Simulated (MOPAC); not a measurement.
MOPAC input (AM1):

```
AM1 1SCF UHF MS=0.5 GEO-OK AUX(PRECISION=9) THREADS=1
C3H3

C     0.00176700 1    0.00714600 1    0.88419100 1
C     0.04670800 1   -0.65758500 1   -0.40958000 1
C     0.05610100 1    0.65012900 1   -0.42016700 1
H    -0.79093600 1    0.01888400 1    1.63082100 1
H     0.07046900 1   -1.57805300 1   -0.96603200 1
H     0.09301700 1    1.56103100 1   -0.99144600 1
```

From the output:

```
                                                       MOPAC v23.2.5 Linux

          FINAL HEAT OF FORMATION =        114.69781 KCAL/MOL =     479.89563 KJ/MOL

          COSMO AREA              =         81.22 SQUARE ANGSTROMS
          COSMO VOLUME            =         64.41 CUBIC ANGSTROMS

          IONIZATION POTENTIAL    =          8.678474 EV
          ALPHA SOMO LUMO (EV)    =         -8.678  0.724
          BETA  SOMO LUMO (EV)    =        -11.623  0.933
          NO. OF ALPHA ELECTRONS  =          8
          NO. OF BETA  ELECTRONS  =          7
          MOLECULAR WEIGHT        =         39.0567         POINT GROUP:  Cs

          MOLECULAR DIMENSIONS (Angstroms)

            Atom       Atom       Distance
            H     6    H     4     3.16794
            H     5    H     4     2.72684
            C     1    H     6     0.51499

          SCF CALCULATIONS        =          1

   ATOM   CHEMICAL          X               Y               Z
  NUMBER   SYMBOL      (ANGSTROMS)     (ANGSTROMS)     (ANGSTROMS)

     1       C          0.00176700  *   0.00714600  *   0.88419100  *
     2       C          0.04670800  *  -0.65758500  *  -0.40958000  *
     3       C          0.05610100  *   0.65012900  *  -0.42016700  *
     4       H         -0.79093600  *   0.01888400  *   1.63082100  *
     5       H          0.07046900  *  -1.57805300  *  -0.96603200  *
     6       H          0.09301700  *   1.56103100  *  -0.99144600  *

                             CARTESIAN COORDINATES

   1    C        0.001767000     0.007146000     0.884191000
   2    C        0.046708000    -0.657585000    -0.409580000
   3    C        0.056101000     0.650129000    -0.420167000
   4    H       -0.790936000     0.018884000     1.630821000
   5    H        0.070469000    -1.578053000    -0.966032000
   6    H        0.093017000     1.561031000    -0.991446000

           Empirical Formula: C3 H3  =     6 atoms

      MOLECULAR POINT GROUP   :   Cs

          ALPHA EIGENVALUES
 -38.70625 -22.70910 -21.52828 -16.32623 -13.90190 -12.43788 -11.92573  -8.67847
   0.72362   3.02219   3.43178   3.82216   4.61472   4.70635   5.09133

           BETA EIGENVALUES
 -38.30106 -21.72305 -21.45261 -16.14955 -13.19111 -11.69067 -11.62332   0.93303
   1.35364   3.53482   3.86013   3.87302   4.73525   5.07917   5.28985

              NET ATOMIC CHARGES AND DIPOLE CONTRIBUTIONS

  ATOM NO.   TYPE          CHARGE      No. of ELECS.   s-Pop       p-Pop
    1          C          -0.183069        4.1831     1.32301     2.86005
    2          C          -0.166221        4.1662     1.25021     2.91601
    3          C          -0.166221        4.1662     1.25021     2.91601
    4          H           0.146788        0.8532     0.85321
    5          H           0.184361        0.8156     0.81564
    6          H           0.184361        0.8156     0.81564
 DIPOLE           X         Y         Z       TOTAL
 POINT-CHG.    -0.497    -0.002    -0.699     0.857
 HYBRID        -0.329    -0.001    -0.455     0.562
 SUM           -0.826    -0.003    -1.154     1.419

          ATOMIC ORBITAL ELECTRON POPULATIONS

     Atom    s        px        py        pz
    1  C   1.32301   1.00527   0.97118   0.88361
    2  C   1.25021   0.92501   0.97081   1.02018
    3  C   1.25021   0.92479   0.97183   1.01938
    4  H   0.85321
    5  H   0.81564
    6  H   0.81564

                    (SZ)    =    0.500000
                    (S**2)  =    0.757710

          ATOMIC ORBITAL SPIN POPULATIONS

    Atom   Total    s     px     py     pz
         Atomic
    1  C  0.9232  0.128  0.592  0.069  0.134
    2  C  0.0385 -0.003  0.067  0.002 -0.027
    3  C  0.0385 -0.003  0.067  0.002 -0.027
    4  H  0.0122  0.012
    5  H -0.0062 -0.006
    6  H -0.0062 -0.006

 **********************
 *                    *
 * JOB ENDED NORMALLY *
 *                    *
 **********************

 == MOPAC DONE ==
```

The geometry given is a B3LYP-D3(BJ)/def2-TZVP minimum.
